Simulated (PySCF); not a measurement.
H3SiCH2F, `FC[SiH3]`. Theory: PBE0-D3(BJ)/def2-TZVP geometry optimisation, gas phase in PySCF 2.14.0.

```
atom  x, y, z in Å
F1     1.4611    0.8439   -0.9646
C2     0.8437    0.4398    0.2143
Si3   -0.7977   -0.4302   -0.1600
H4     1.5298   -0.2263    0.7481
H5     0.6874    1.3258    0.8386
H6    -1.7226    0.5016   -0.8524
H7    -0.5580   -1.6229   -1.0104
H8    -1.3923   -0.8529    1.1367
```

Problem. Where is the centre of mass (commonest isotopes), and what is the radius of gyration?

Solution. Mass 64.014 u; centre at (0.220, 0.131, -0.302) Å; Rg = √(Σ m r²/M) = 1.339 Å. As Ia + Ib + Ic = 2 Σ m r², the three principal moments sum to 229.4 u·Å².

Problem. What is the longest distance between nuclei?

Solution. F1···H8, 3.93 Å; the next longest distance is 3.70 Å.

Problem. Work out the bond lengths F1–C2, C2–Si3, C2–H4, C2–H5, Si3–H6, Si3–H7, Si3–H8 in bohr.

Solution. For F1–C2 the difference vector is (-0.6174, -0.4041, 1.1789) Å, of length 1.3908 Å. 1 bohr = 0.529177 Å. F1–C2 2.628; C2–Si3 3.581; C2–H4 2.070; C2–H5 2.069; Si3–H6 2.805; Si3–H7 2.805; Si3–H8 2.812 bohr.

Problem. How far apart are these pairs, which share no bond: H4···H7, H4···H8, H5···H6, H6···H8, H7···H8?

Solution. H4···H7 3.066 Å (3 bonds apart); H4···H8 3.014 Å (3 bonds apart); H5···H6 3.057 Å (3 bonds apart); H6···H8 2.429 Å (2 bonds apart); H7···H8 2.429 Å (2 bonds apart).

Problem. What is the repulsion energy of the bare nuclei, Σ ZA·ZB/RAB?

Solution. 109.51 Eh over 28 pairs, with full nuclear charges and distances in bohr; the largest single term is 24.56 Eh (F1 with Si3).

Problem. What are the angles H4–C2–H5, F1–C2–H4, Si3–C2–H4, C2–Si3–H6, C2–Si3–H8, H6–Si3–H8?

Solution. From the scalar product of the two bond vectors; for H4–C2–H5 it is -0.3642 Å² over 1.0952 × 1.0951 Å², cos θ = -0.3036. H4–C2–H5 107.7°; F1–C2–H4 108.2°; Si3–C2–H4 111.1°; C2–Si3–H6 110.1°; C2–Si3–H8 107.7°; H6–Si3–H8 109.6°.

Problem. Give the dihedral angles F1–C2–Si3–H7, H4–C2–Si3–H6, H5–C2–Si3–H6, H4–C2–Si3–H7.

Solution. F1–C2–Si3–H7 60° (synclinal); H4–C2–Si3–H6 179° (antiperiplanar); H5–C2–Si3–H6 59° (synclinal); H4–C2–Si3–H7 -60° (synclinal). Dihedral signs follow IUPAC: positive where, seen along the central bond, the front bond turns clockwise onto the rear one.

The point group is Cs within 0.08 Å; differences among equivalent distances and angles are scatter left by the optimiser. Not checked by PBE0-D3(BJ)/def2-TZVP frequencies.
